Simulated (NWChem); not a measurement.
Spin states of nitric oxide (NO)

SMILES: O=[N]
```xyz
2

N      0.0000     0.0000     0.6093
O      0.0000     0.0000    -0.5331
```
Charge 0, spin multiplicity 2.

Everything below was run with NWChem. All single points use one geometry, from UPBE0/def2-SVP, a minimum by its harmonic frequencies.

Basis set: def2-TZVP. The gap is E(quartet) − E(doublet) at the geometry of the doublet, so a negative value puts the higher spin lower. Open shells are unrestricted, coupled cluster uses restricted open-shell references. The quartet is the single determinant that the SCF runs reached, with unpaired electrons in orbitals of symmetry a1 and b1 and b2 (C2v labels); it need not be the lowest quartet, which in molecules with degenerate π orbitals can need several determinants.

Relative cost: rough, from shared machines, SCF included, B3LYP = 1.

The correlated methods keep 2 core orbitals frozen. B3LYP has NWChem's definition, with VWN1-RPA local correlation. The unpaired electrons of the parent sit in orbitals of symmetry b1 (C2v labels of the run); other states weren't searched. No SCF solution was tested for a lower state. Open-shell Hartree-Fock references start from PBE0 orbitals; any time given for them includes that run. Coupled-cluster values serve here as a point of comparison, not as the truth.

```json
[
 {"method": "B3LYP", "vertical doublet-quartet gap (kcal/mol)": "(withheld)", "relative cost": "1"},
 {"method": "PBE", "vertical doublet-quartet gap (kcal/mol)": "141.7", "relative cost": "under 3"},
 {"method": "r2SCAN", "vertical doublet-quartet gap (kcal/mol)": "136.3", "relative cost": "under 3"},
 {"method": "M06-2X", "vertical doublet-quartet gap (kcal/mol)": "(withheld)", "relative cost": "under 3"},
 {"method": "HF", "vertical doublet-quartet gap (kcal/mol)": "(withheld)", "relative cost": "under 3"},
 {"method": "B2PLYP", "vertical doublet-quartet gap (kcal/mol)": "146.4", "relative cost": "under 3"},
 {"method": "MP2", "vertical doublet-quartet gap (kcal/mol)": "151.1", "relative cost": "under 3"},
 {"method": "CCSD(T)", "vertical doublet-quartet gap (kcal/mol)": "(withheld)", "relative cost": "10"}
]
```

**Question.** What belongs in the gaps?

**Answer.** 
- B3LYP, vertical doublet-quartet gap (kcal/mol): 142.8
- M06-2X, vertical doublet-quartet gap (kcal/mol): 143.2
- HF, vertical doublet-quartet gap (kcal/mol): 119.0
- CCSD(T), vertical doublet-quartet gap (kcal/mol): 148.0
